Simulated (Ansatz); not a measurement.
The first iterations of a band of CH4 + ClHMg (8 atoms, charge 0, multiplicity 1).

These are results of RKS PBE0-D4/def2-SVP (Ansatz 0.2.0), not measurements.

```json
{
  "movable images": "7",
  "climbing image": "yes",
  "spring": "5.0 eV/Å²",
  "optimiser": "quadratic models (default)",
  "start path": "through a guess of the saddle point",
  "force threshold": "0.05 eV/Å",
  "iteration limit": "60",
  "end points": "relaxed"
}
```

Image 0:

```xyz
8
Properties=species:S:1:pos:R:3
Mg -1.080 -1.042 -0.947
H -0.449 -2.542 -0.490
Cl -2.197 0.673 -1.799
H 0.957 -0.501 0.751
C 0.737 0.572 0.640
H 1.459 1.132 1.249
H -0.274 0.811 1.001
H 0.846 0.897 -0.405
```

Image 8:

```xyz
8
Properties=species:S:1:pos:R:3
Mg -0.775 0.251 -0.630
H -0.526 -2.260 -0.553
Cl -2.410 -0.324 -2.017
H 0.044 -2.094 -0.071
C 0.698 1.000 0.631
H 0.689 2.101 0.683
H 0.574 0.625 1.661
H 1.705 0.700 0.296
```

| iteration | highest image above the first end (eV) | largest band force component (eV/Å) |
| --- | --- | --- |
| 1 | 6.010 | 9.190 |
| 2 | 3.025 | 2.510 |
| 3 | 2.646 | 3.366 |
| 4 | 2.433 | 2.938 |
| 5 | 2.873 | 1.761 |

Task: Does the band converge within its limit, and where does its top end?

Result: The run converged. It ended after 16 iterations with the highest image 2.662 eV above the first end. Neighbouring images differ by up to 1.3 eV, so the band resolves the path poorly. A vibrational analysis at the climbing image gives one clearly imaginary mode, 890i cm⁻¹: a first-order saddle point. The orbitals stay closed-shell, which can raise the energy where a bond breaks towards radicals; this wasn't checked here.

Run time: 2.4 min on 2 threads of Arm Neoverse V2, on a shared host, peak memory 0.14 GiB.
